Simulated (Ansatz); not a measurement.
**SiH₅ (doublet): the correlation ladder at distance Si1–H5 along a hydrogen transfer = 1.485 Å, cc-pVTZ**

Aim: climb from Hartree-Fock through coupled cluster and multireference methods for SiH₅ (doublet) at one geometry and basis, and see what each rung misses.

Method: cc-pVTZ, correlated electrons: outside noble gas; program: Ansatz 0.2.0, Gaussian basis.

To be run: UHF; CCSD(T) on ROHF; CCSD(T) on UHF; BCCD(T) on ROHF; CISD; CCSDT(Q) on ROHF; CCSDT(Q) on UHF; CASSCF and NEVPT2, 3 electrons in 3 orbitals; CASSCF and NEVPT2, 9 electrons in 9 orbitals.

### 1 The system

The geometry derives from fragments relaxed apart (PBE0/def2-TZVP) and kept rigid, so it is no stationary point. A hydrogen atom is moved between rigid fragments.

6 atoms, charge 0, spin multiplicity 2.

Atoms are counted from 1 here; the program's logs count them from 0.

Bond lengths: Si1–H2 1.485 Å, Si1–H3 1.485 Å, Si1–H4 1.485 Å, Si1–H5 1.485 Å. Angles: H2–Si1–H3 109.5°, H2–Si1–H4 109.5°, H2–Si1–H5 109.5°, H3–Si1–H4 109.5°, H3–Si1–H5 109.5°, H4–Si1–H5 109.5°.

In the tables R marks a restricted open-shell determinant and U an unrestricted one; 'pair' is the active space of 3 electrons in 3 orbitals; 'valence' is the active space of 9 electrons in 9 orbitals; correlation energies count from the lowest restricted Hartree-Fock solution.

### 2 UHF

in.yaml

```yaml
crystal:
  periodic: [false, false, false]
  atoms:
    - {symbol: Si, position_ang: [-0.076983, 0.000000, 0.000000]}
    - {symbol: H, position_ang: [-0.571855, 1.399708, 0.000000]}
    - {symbol: H, position_ang: [-0.571855, -0.699854, 1.212183]}
    - {symbol: H, position_ang: [-0.571855, -0.699854, -1.212183]}
    - {symbol: H, position_ang: [1.407632, 0.000000, 0.000000]}
    - {symbol: H, position_ang: [2.453017, 0.000000, 0.000000]}
basis:
  gaussian: {orbitals: cc-pVTZ}
magnetization: {spin_polarized: true, initial_magnetization: 1}
hamiltonian: {xc: hf}
output: {orbitals: {seedname: orbitals}}
```

On the command line:

```bash
$ ansatz run in.yaml --threads 1 --pin off --events-out ev --progress --plain --max-ram 4096MiB --backend cpu
```

Further steps of the session: CCSD(T) on ROHF; CCSD(T) on UHF; BCCD(T) on ROHF; CISD; CCSDT(Q) on ROHF; CCSDT(Q) on UHF; CASSCF and NEVPT2, 3 electrons in 3 orbitals; CASSCF and NEVPT2, 9 electrons in 9 orbitals.

Before running them: what should the planned runs give, taken together? Wanted: correlation energy, UCCSDT(Q); RMP2 from UCCSDT(Q); UMP2 from UCCSDT(Q); RCCSD from UCCSDT(Q); RCCSD(T) from UCCSDT(Q); UCCSD(T) from UCCSDT(Q); RCCSDT(Q) from UCCSDT(Q); NEVPT2 pair from UCCSDT(Q); NEVPT2 valence from UCCSDT(Q).

The runs gave:

```
                                      quantity                                                   value
                 correlation energy, UCCSDT(Q)                                              -5.3726 eV
                           RMP2 from UCCSDT(Q)                                             +1053.1 meV
                           UMP2 from UCCSDT(Q)                                             +1051.5 meV
                          RCCSD from UCCSDT(Q)                                              +155.9 meV
                       RCCSD(T) from UCCSDT(Q)                                               +28.2 meV
                       UCCSD(T) from UCCSDT(Q)                                               +28.3 meV
                      RCCSDT(Q) from UCCSDT(Q)                                                +0.5 meV
                    NEVPT2 pair from UCCSDT(Q)                                             +1080.1 meV
                 NEVPT2 valence from UCCSDT(Q)                                             +1132.1 meV
levels of the table within 1 kcal/mol (43 meV)  RCCSD(T), UCCSD(T), BCCD(T), RCCSDT, UCCSDT, RCCSDT(Q)
                                 T1 diagnostic                                                   0.024
                effectively unpaired electrons                                                    1.01
```

In words: RCCSD(T) misses by +28.2 meV, 0.5 % of the correlation energy. One determinant dominates. Of the multireference levels listed NEVPT2 pair comes nearest in total energy (+1080.1 meV), which doesn't show that its space is the better one. These misses are within one basis, not against nature; the frozen cores of restricted and unrestricted runs differ, which can shift their rows.
